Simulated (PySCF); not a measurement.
Series: Y=E=Y. All species are isolated molecules in the gas phase. Strings in code marks are SMILES.

The four lowest singlet excitations (Tamm–Dancoff). Level of theory: B3LYP-D3(BJ)/def2-TZVP (PySCF). B3LYP has the VWN-RPA correlation part, as in Gaussian. Excitations are Tamm–Dancoff values on a coarser integration grid. The basis has no diffuse functions, so Rydberg states are missing or too high.

```tsv
state	energy (eV)	wavelength (nm)	oscillator strength
S1	3.10	400	0.004
S2	3.17	391	0.000
S3	5.23	237	0.054
S4	6.44	193	0.003
```

### Question
Identify which member gives these states.
(A) `N=C=O`
(B) `O=S=O`
(C) `O=[Se]=O`
(D) `[O]=[Ge]=[O]`

### Answer
C, `O=[Se]=O`
